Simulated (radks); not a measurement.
**Taking charge from the 3s level of Al²⁺ in fractions**

The task here is to estimate one member of a computed series from the others.

The numbers are computed with radks (a radial shooting solver on a logarithmic mesh, Libxc functionals) version 1 (Dirac Kohn-Sham, PBE, spin-unpolarised, spherical densities, finite nucleus), except any that are marked as measured or tabulated.

## What is computed

* element: aluminium (Z = 13)
* charge: +2
* electrons: 11
* configuration: [Ne] 3s1
* nuclear rms radius: 3.061 fm

Outer shells as boxes (Hund's rule):

Al²⁺
```
[Ne] core
3s [↑ ]
```

The first run:

Settings of this run:

```text
Z 13
configuration [Ne] 3s1
relativity Dirac
functional pbe,pbe
spin unpolarised
j_filling average
nucleus finite rms 3.061 fm
c 137.035999084
```

Among the steps run: Start: [Ne] 3s1.

One of the session's tables, all rows but one given; the rest of the session is left out.

It belongs to the step «Start: [Ne] 3s1». Sizes of the orbitals, from the radial functions (bohr):

```
level     <r>  outermost maximum (interpolated)  90 % within  nodes
1s1/2  0.1202                            0.0783        0.215      0
2s1/2  0.6247                             0.496        0.988      1
2p1/2  0.5994                             0.427         1.01      0
2p3/2       ?                                 ?            ?      ?
3s1/2   2.204                              1.91         3.29      2
```

Q: Estimate the row for 2p3/2 from the others.

The run gave: <r>: 0.6016; outermost maximum (interpolated): 0.429; 90 % within: 1.02; nodes: 0. In the column «<r>» it lies between 2p1/2 (0.5994) and 2s1/2 (0.6247).
